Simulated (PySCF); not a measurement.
Molecule: `SCC(F)F`, C₂H₄F₂S.

Geometry:
| atom | x (Å) | y (Å) | z (Å) |
| --- | --- | --- | --- |
| F1 | -1.318 | 1.019 | -0.221 |
| C2 | -0.899 | -0.224 | 0.115 |
| F3 | -1.092 | -0.384 | 1.436 |
| C4 | 0.556 | -0.393 | -0.252 |
| S5 | 1.668 | 0.778 | 0.567 |
| H6 | -1.538 | -0.951 | -0.420 |
| H7 | 0.656 | -0.334 | -1.347 |
| H8 | 0.885 | -1.396 | 0.058 |
| H9 | 1.082 | 1.886 | 0.064 |

Geometry PBE0-D3(BJ)/def2-SVP throughout; GIAO in PySCF 2.14.0 with density-fitted response routines, gas phase, one conformer, non-relativistic; equivalent atoms averaged; basis pcSseg-2.

Problem. How do the absolute shieldings σ depend on the functional? (ppm; last column core-seconds on shared hosts with different chips, so compare them loosely)

Solution. 
```
functional                    kind  F1/F3    C2     C4     S5     H6  H7/H8     H9  core-s
        HF            Hartree–Fock  352.4  87.2  160.6  659.6  26.32  29.24  29.48      11
       LDA                     LDA  294.9  53.9  143.1  636.0  24.49  27.92  28.70      24
       PBE                     GGA  296.0  56.4  142.2  630.5  24.99  28.38  29.28      28
      BLYP                     GGA  295.0  51.4  136.3  600.9  25.18  28.57  29.51      28
      BP86                     GGA  297.6  56.5  142.0  625.3  25.05  28.46  29.36      28
      OPBE                     GGA  303.3  65.4  149.0  654.5  25.08  28.44  29.27      28
       KT2                     GGA  295.6  63.7  146.1  654.3  25.03  28.36  29.30      30
       KT3                     GGA  299.2  63.9  144.9  643.0  25.26  28.55  29.50      30
     B97-D                     GGA  302.9  58.6  141.5  618.3  25.25  28.61  29.49      28
     B3LYP           global hybrid  309.5  59.2  142.3  615.6  25.43  28.68  29.44      19
      PBE0           global hybrid  314.0  65.7  149.1  646.9  25.35  28.57  29.23      33
  mPW1PW91           global hybrid  314.6  65.0  148.3  639.8  25.41  28.63  29.31      19
      WP04           global hybrid  312.9  49.7  133.9  564.1  25.76  28.98  29.80      21
     B97-2           global hybrid  314.9  66.0  148.0  639.5  25.46  28.68  29.38      20
 BHandHLYP           global hybrid  327.3  69.9  149.7  632.9  25.75  28.85  29.38      20
 CAM-B3LYP  range-separated hybrid  315.6  62.4  147.0  625.2  25.42  28.69  29.27      27
   wB97X-D  range-separated hybrid  318.0  65.8  149.6  636.7  25.53  28.78  29.33      25
   LC-wPBE  range-separated hybrid  322.4  67.4  155.0  650.2  25.46  28.79  29.20      37
```

Problem. Which nucleus moves most, in ppm?

Solution. S5 (thiol sulfur): from 564.1 ppm with WP04 to 659.6 ppm with HF. The smallest spread is 1.10 ppm, at H9. Proton shifts span only some 12 ppm, so a few tenths of a ppm matter as much there as several ppm in carbon.
